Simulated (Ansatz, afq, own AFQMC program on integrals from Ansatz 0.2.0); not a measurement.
## Ge2, singlet in cc-pVDZ, levels against CCSDTQ

```xyz
2

Ge    0.0000    0.0000    0.0000
Ge    0.0000    0.0000    1.9650
```

Basis cc-pVDZ. Noble-gas cores (and the filled d shells of Ga–Kr and In–Xe) are frozen. Integrals, coupled cluster, full CI and functionals: Ansatz 0.2.0; the random walks run on the same integrals in our own AFQMC program. The CISD trial takes its coefficients from CCSD amplitudes. Released means that phaseless walkers are propagated on without the constraint, phases kept. Free projection: walkers drawn from exp(T), propagated without any constraint. Its projection time is finite, and what remains of the start isn't in its error. Error bars are statistical, one sigma. No spin–orbit coupling.

Determinant: RHF, the one that the program's search chose, which needn't be the lowest solution. The geometry is a point of a scan.

No full CI on the walks' own integrals is used here; CCSDTQ serves as the reference and is uncertain by about the last step of the cluster series.

Cautions: no relativity below Rb; no spin-orbit coupling; inner d shell frozen; higher spins were not checked; restricted determinant unstable towards unrestricted (UHF 1.21 eV lower, ⟨S²⟩ 1.15); the search met a lower determinant of the same kind, perhaps of another symmetry (61 meV lower), and this one is a saddle point; raised T1 diagnostic (T1 0.024, weight of the determinant 0.82, largest double 0.15); (T) is large, 7 % of the CCSD correlation; CCSDTQ on the UHF determinant differs (169 meV lower), perhaps since the unrestricted series falls towards higher spin.

```
T1 diagnostic                               : 0.0242
weight of the determinant in the CISD state : 0.820
size of the correlated space                : 8 electrons in 26 orbitals
```

Reference: CCSDTQ, correlation energy -5.470 eV. The released energy is read at 2.40 1/Eh (meV from the phaseless value at times in 1/Eh: -6 ± 16 at 0.24, -26 ± 14 at 0.51, -32 ± 11 at 0.99, -54 ± 15 at 1.62, -32 ± 17 at 2.40).

| level | E − E(reference) (meV) | share of correlation (%) |
| --- | --- | --- |
| HF | 5469.7 | 0.00 |
| MP2 | 836.2 | 84.71 |
| CCSD | 403.8 | 92.62 |
| CCSD(T) | 60.0 | 98.90 |
| CCSDT | 43.3 | 99.21 |
| CCSDT(Q) | -5.0 | 100.09 |
| ph-AFQMC/HF | 172.3 ± 51.1 | 96.85 |
| ph-AFQMC/CISD | 52.1 ± 14.2 | 99.05 |
| released AFQMC | 19.6 ± 17.1 | 99.64 |
| free AFQMC | 8.5 ± 17.4 | 99.84 |

CCSDT and higher add their correlation energy to the determinant of the CCSD(T) run, since their own runs factorise the integrals more tightly (a shift of under 2 meV). Free projections are given only where their last times agree within the noise and don't stop above the reference; a slow remainder of the start can still hide under it. A walk keeps the symmetry of its determinant, which the program's search chose and which needn't be the lowest solution, so a lower state of the same spin and another symmetry isn't excluded. Released energies are given only where the last usable release times agree within the noise; a slower fall can still hide under it.
